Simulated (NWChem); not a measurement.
System: oxygen (O₂, triplet); SMILES O=O

Input file for NWChem:

```
start job
memory heap 200 mb stack 900 mb global 1100 mb
geometry units angstroms noautosym nocenter noautoz
  O      0.000000     0.000000     0.594102
  O      0.000000     0.000000    -0.594102
end
basis spherical
  * library def2-svp
end
dft
  odft
  mult 3
  xc pbe0
  iterations 150
end
cosmo
  do_cosmo_smd true
  solvent water
end
task dft energy
```

Parts of the log:

```
             Northwest Computational Chemistry Package (NWChem) 7.3.0
             --------------------------------------------------------

                             Geometry "geometry" -> ""
                             -------------------------

 Output coordinates in angstroms (scale by  1.889725989 to convert to a.u.)

  No.       Tag          Charge          X              Y              Z
 ---- ---------------- ---------- -------------- -------------- --------------
    1 O                    8.0000     0.00000000     0.00000000     0.59410200
    2 O                    8.0000     0.00000000     0.00000000    -0.59410200

 Effective nuclear repulsion energy (a.u.)      28.5029708164

                                 NWChem DFT Module
                                 -----------------

 Summary of "ao basis" -> "ao basis" (spherical)
 ------------------------------------------------------------------------------
       Tag                 Description            Shells   Functions and Types
 ---------------- ------------------------------  ------  ---------------------
 O                          def2-svp                 6       14   3s2p1d

 in cosmo_initialize ...
 calling solv_data for solv:h2o

 solvent parameters
 solvname_short: h2o
 solvname_long:  water
 dielec:       78.4000
 dielecinf:     1.7769
 aqueous SMD model solvent descriptors
 dielec:       78.4000
 sola:          0.8200

          ---------------
          -cosmo- solvent
          ---------------
 Cosmo: York-Karplus, doi: 10.1021/jp992097l
 dielectric constant -eps-     =  78.40
 screen = (eps-1)/(eps    )    =   0.98724
 surface charge correction     = lagrangian

   van der Waals surface
 --------------------------

 ---------- ATOMIC COORDINATES (A.U.) ------------ VDWR(ANG.) --
     1    0.00000000    0.00000000    1.12268999     1.520
     2    0.00000000    0.00000000   -1.12268999     1.520
 number of segments per atom =        128
 number of   points per atom =        128
 atom (   nspa,  nppa )
 ----------------------
    1 (     92,     0 )       0
    2 (     92,     0 )       0
 number of -cosmo- surface points =      184
 molecular surface =     41.735 angstrom**2
 molecular volume  =     22.204 angstrom**3
 -lineq- algorithm             =   0
 -bem- low  level              =   3
 -bem- from -octahedral-
 gaussian surface charge width =   4.50000
 degree of switching           =   1.00000
 switching function tolerance  =   0.00010
 atomic radii =
 --------------
    1  8.000  1.520
    2  8.000  1.520
 ...... end of -cosmo- initialization ......

 nat:                     2
 ixmem:                   309
 calling mnsol_interface()
 G(SMD-CDS) energy (kcal/mol)  =     0.000
 SMD-CDS SASA (angstrom**2)    =    60.659

            General Information
            -------------------
          SCF calculation type: DFT
          Wavefunction type:  spin polarized.
          No. of atoms     :     2
          No. of electrons :    16
           Alpha electrons :     9
            Beta electrons :     7
          Charge           :     0
          Spin multiplicity:     3
          Use of symmetry is: off; symmetry adaption is: off
          Maximum number of iterations: 150
          AO basis - number of functions:    28
                     number of shells:    12
          Convergence on energy requested:  1.00D-06
          Convergence on density requested:  1.00D-05
          Convergence on gradient requested:  5.00D-04

              XC Information
              --------------
                         PBE0 Method XC Functional
                     Hartree-Fock (Exact) Exchange  0.250
          PerdewBurkeErnzerhof Exchange Functional  0.750
            Perdew 1991 LDA Correlation Functional  1.000 local
           PerdewBurkeErnz. Correlation Functional  1.000 non-local

             Grid Information
             ----------------
          Grid used for XC integration:  medium
          Radial quadrature: Mura-Knowles
          Angular quadrature: Lebedev.
          Tag              B.-S. Rad. Rad. Pts. Rad. Cut. Ang. Pts.
          ---              ---------- --------- --------- ---------
          O                   0.60       49           5.0       434
          Grid pruning is: on
          Number of quadrature shells:    98
          Spatial weights used:  Erf1

      Superposition of Atomic Density Guess
      -------------------------------------

 Sum of atomic energies:        -149.38230774

      Non-variational initial energy
      ------------------------------

 Total energy =    -149.531110
 1-e energy   =    -262.845735
 2-e energy   =      84.811654
 HOMO         =      -0.185809
 LUMO         =      -0.185809

   convergence    iter        energy       DeltaE   RMS-Dens  Diis-err
 ---------------- ----- ----------------- --------- --------- ---------
     COSMO gas phase
 d= 0,ls=0.0,diis     1   -150.0102705334 -1.79D+02  1.26D-02  1.50D-01
                                                     5.72D-03  7.21D-02
 d= 0,ls=0.0,diis     2   -150.0373484857 -2.71D-02  4.18D-03  3.90D-02
                                                     3.87D-03  3.93D-02
 d= 0,ls=0.0,diis     3   -150.0521279737 -1.48D-02  7.81D-04  6.60D-04
                                                     1.95D-04  6.99D-05
 d= 0,ls=0.0,diis     4   -150.0523203974 -1.92D-04  6.89D-05  8.59D-06
                                                     1.64D-04  2.85D-05
 d= 0,ls=0.0,diis     5   -150.0523300382 -9.64D-06  3.68D-05  8.68D-07
                                                     1.98D-05  2.42D-07
 d= 0,ls=0.0,diis     6   -150.0523304015 -3.63D-07  9.63D-07  1.04D-09
                                                     1.11D-06  1.26D-09

   convergence    iter        energy       DeltaE   RMS-Dens  Diis-err
 ---------------- ----- ----------------- --------- --------- ---------
     COSMO solvation phase
 d= 0,ls=0.0,diis     1   -150.0531165232 -7.86D-04  4.05D-04  6.10D-05
                                                     4.24D-04  4.76D-05
 d= 0,ls=0.0,diis     2   -150.0531436392 -2.71D-05  4.44D-05  6.18D-06
                                                     3.88D-05  5.35D-06
 d= 0,ls=0.0,diis     3   -150.0531454175 -1.78D-06  1.83D-05  4.40D-07
                                                     1.45D-05  2.88D-07
 d= 0,ls=0.0,diis     4   -150.0531455532 -1.36D-07  4.03D-06  2.68D-08
                                                     3.83D-06  2.55D-08

[...]

                                COSMO-SMD solvation results
                                ---------------------------

             internal energy in gas <Psi(g)|H|Psi(g)> =      -150.052330401532
         internal energy in solvent <Psi(s)|H|Psi(s)> =      -150.052299957161
                               delta internal energy  =         0.000030444371 (    0.02 kcal/mol)
   total free energy in solvent <Psi(s)|H+V/2|Psi(s)> =      -150.053145553196
 polarization energy contribution <Psi(s)|V/2|Psi(s)> =        -0.000845596035 (   -0.53 kcal/mol)
    total free energy in solvent including G(SMD-CDS) =      -150.053145553196
                       G(SMD-CDS) energy contribution =         0.000000000000 (    0.00 kcal/mol)
     1 M fixed-concentration free energy of solvation =        -0.000815151664 (   -0.51 kcal/mol)

                    DFT Final Alpha Molecular Orbital Analysis
                    ------------------------------------------

 Vector    7  Occ=1.000000D+00  E=-5.671182D-01
              MO Center=  1.0D-14,  1.2D-14, -3.8D-08, r^2= 1.1D+00
   Bfn.  Coefficient  Atom+Function         Bfn.  Coefficient  Atom+Function
  ----- ------------  ---------------      ----- ------------  ---------------
     6      0.467697  1 O  pz                20     -0.467697  2 O  pz
     3      0.247786  1 O  s                 17      0.247786  2 O  s
     9      0.221740  1 O  pz                23     -0.221740  2 O  pz
     2      0.140929  1 O  s                 16      0.140929  2 O  s
     1      0.076641  1 O  s                 15      0.076641  2 O  s

 Vector    8  Occ=1.000000D+00  E=-3.163550D-01
              MO Center= -2.8D-17,  1.7D-16, -4.9D-08, r^2= 9.2D-01
   Bfn.  Coefficient  Atom+Function         Bfn.  Coefficient  Atom+Function
  ----- ------------  ---------------      ----- ------------  ---------------
     5      0.492140  1 O  py                19     -0.492140  2 O  py
     8      0.359327  1 O  py                22     -0.359327  2 O  py
     4      0.218866  1 O  px                18     -0.218866  2 O  px
     7      0.159801  1 O  px                21     -0.159801  2 O  px

 Vector    9  Occ=1.000000D+00  E=-3.163550D-01
              MO Center=  6.2D-16, -2.7D-16, -4.9D-08, r^2= 9.2D-01
   Bfn.  Coefficient  Atom+Function         Bfn.  Coefficient  Atom+Function
  ----- ------------  ---------------      ----- ------------  ---------------
     4      0.492140  1 O  px                18     -0.492140  2 O  px
     7      0.359327  1 O  px                21     -0.359327  2 O  px
     5     -0.218866  1 O  py                19      0.218866  2 O  py
     8     -0.159801  1 O  py                22      0.159801  2 O  py

 Vector   10  Occ=0.000000D+00  E= 2.575744D-01
              MO Center=  3.5D-17,  3.1D-17, -1.1D-08, r^2= 1.1D+00
   Bfn.  Coefficient  Atom+Function         Bfn.  Coefficient  Atom+Function
  ----- ------------  ---------------      ----- ------------  ---------------
     3      1.117146  1 O  s                 17     -1.117146  2 O  s
     9     -1.073052  1 O  pz                23     -1.073052  2 O  pz
     6     -0.513213  1 O  pz                20     -0.513213  2 O  pz
     2      0.327550  1 O  s                 16     -0.327550  2 O  s
     1      0.132019  1 O  s                 15     -0.132019  2 O  s

 Vector   11  Occ=0.000000D+00  E= 7.399493D-01
              MO Center=  1.4D-14,  8.0D-15,  8.3D-08, r^2= 1.6D+00
   Bfn.  Coefficient  Atom+Function         Bfn.  Coefficient  Atom+Function
  ----- ------------  ---------------      ----- ------------  ---------------
     2      1.142705  1 O  s                 16      1.142705  2 O  s
     3     -0.991932  1 O  s                 17     -0.991931  2 O  s
     1      0.215378  1 O  s                 15      0.215378  2 O  s
     6      0.123822  1 O  pz                20     -0.123822  2 O  pz
     9     -0.056724  1 O  pz                23      0.056724  2 O  pz

 Vector   12  Occ=0.000000D+00  E= 8.344665D-01
              MO Center= -2.6D-14, -1.4D-14,  8.8D-08, r^2= 1.5D+00
   Bfn.  Coefficient  Atom+Function         Bfn.  Coefficient  Atom+Function
  ----- ------------  ---------------      ----- ------------  ---------------
     4      0.581968  1 O  px                18      0.581968  2 O  px
     7     -0.557197  1 O  px                21     -0.557197  2 O  px
     5      0.314519  1 O  py                19      0.314519  2 O  py
     8     -0.301131  1 O  py                22     -0.301131  2 O  py
    13      0.032415  1 O  d  1              27     -0.032415  2 O  d  1

                     DFT Final Beta Molecular Orbital Analysis
                     -----------------------------------------

 Vector    5  Occ=1.000000D+00  E=-5.251174D-01
              MO Center= -5.7D-16,  8.4D-15, -5.1D-08, r^2= 1.2D+00
   Bfn.  Coefficient  Atom+Function         Bfn.  Coefficient  Atom+Function
  ----- ------------  ---------------      ----- ------------  ---------------
     6      0.456573  1 O  pz                20     -0.456573  2 O  pz
     3      0.265601  1 O  s                 17      0.265601  2 O  s
     9      0.226639  1 O  pz                23     -0.226639  2 O  pz
     2      0.142380  1 O  s                 16      0.142380  2 O  s
     1      0.080612  1 O  s                 15      0.080612  2 O  s

 Vector    6  Occ=1.000000D+00  E=-4.762994D-01
              MO Center=  3.7D-15, -6.6D-15,  2.4D-08, r^2= 8.5D-01
   Bfn.  Coefficient  Atom+Function         Bfn.  Coefficient  Atom+Function
  ----- ------------  ---------------      ----- ------------  ---------------
     5      0.378846  1 O  py                19      0.378846  2 O  py
     8      0.247578  1 O  py                22      0.247578  2 O  py
     4     -0.221368  1 O  px                18     -0.221368  2 O  px
     7     -0.144665  1 O  px                21     -0.144665  2 O  px
    11     -0.031353  1 O  d -1              25      0.031353  2 O  d -1

 Vector    7  Occ=1.000000D+00  E=-4.762994D-01
              MO Center= -3.3D-15, -1.7D-15,  2.4D-08, r^2= 8.5D-01
   Bfn.  Coefficient  Atom+Function         Bfn.  Coefficient  Atom+Function
  ----- ------------  ---------------      ----- ------------  ---------------
     4      0.378846  1 O  px                18      0.378846  2 O  px
     7      0.247578  1 O  px                21      0.247578  2 O  px
     5      0.221368  1 O  py                19      0.221368  2 O  py
     8      0.144665  1 O  py                22      0.144665  2 O  py
    13      0.031353  1 O  d  1              27     -0.031353  2 O  d  1

 Vector    8  Occ=0.000000D+00  E=-8.997312D-02
              MO Center=  2.8D-17,  9.6D-17, -2.4D-08, r^2= 9.9D-01
   Bfn.  Coefficient  Atom+Function         Bfn.  Coefficient  Atom+Function
  ----- ------------  ---------------      ----- ------------  ---------------
     5      0.480713  1 O  py                19     -0.480713  2 O  py
     8      0.435587  1 O  py                22     -0.435587  2 O  py
     4     -0.142495  1 O  px                18      0.142495  2 O  px
     7     -0.129119  1 O  px                21      0.129119  2 O  px

 Vector    9  Occ=0.000000D+00  E=-8.997312D-02
              MO Center= -2.5D-16, -1.7D-17, -2.4D-08, r^2= 9.9D-01
   Bfn.  Coefficient  Atom+Function         Bfn.  Coefficient  Atom+Function
  ----- ------------  ---------------      ----- ------------  ---------------
     4      0.480713  1 O  px                18     -0.480713  2 O  px
     7      0.435587  1 O  px                21     -0.435587  2 O  px
     5      0.142495  1 O  py                19     -0.142495  2 O  py
     8      0.129119  1 O  py                22     -0.129119  2 O  py

 Vector   10  Occ=0.000000D+00  E= 3.059133D-01
              MO Center=  3.2D-17, -3.7D-17, -1.1D-08, r^2= 1.1D+00
   Bfn.  Coefficient  Atom+Function         Bfn.  Coefficient  Atom+Function
  ----- ------------  ---------------      ----- ------------  ---------------
     3      1.220912  1 O  s                 17     -1.220912  2 O  s
     9     -1.131827  1 O  pz                23     -1.131827  2 O  pz
     6     -0.497754  1 O  pz                20     -0.497754  2 O  pz
     2      0.327384  1 O  s                 16     -0.327384  2 O  s
     1      0.137918  1 O  s                 15     -0.137918  2 O  s

   alpha - beta orbital overlaps
   -----------------------------

   alpha      1      2      3      4      5      6      7      8      9     10
    beta      1      2      3      4      7      6      5      8      9     10
 overlap   1.000  1.000  0.999  0.999  0.998  0.998  0.999  0.759  0.759  0.999

   alpha     11     12     13     14     15     16     17     18     19     20
    beta     11     14     13     12     15     16     17     18     19     20
 overlap   0.998  0.998  0.998  0.999  0.998  0.911  0.911  0.999  0.999  0.999

   alpha     21     22     23     24     25     26     27     28
    beta     21     22     23     24     25     26     27     28
 overlap   1.000  1.000  1.000  1.000  1.000  0.992  0.992  1.000

     --------------------------
     Expectation value of S2:
     --------------------------
      <S2> =      2.0070 (Exact =     2.0000)

     Multipole analysis of the density
     ---------------------------------

     L   x y z        total         alpha         beta         nuclear
     -   - - -        -----         -----         ----         -------
     0   0 0 0     -0.000000     -9.000000     -7.000000     16.000000

[...]
```

Level: PBE0/def2-SVP, spin-unrestricted, SMD on the gas-phase geometry. Structure relaxed at the PBE0/def2-SVP, spin-unrestricted level. No stability test was run on the SCF state. Solvent: water.
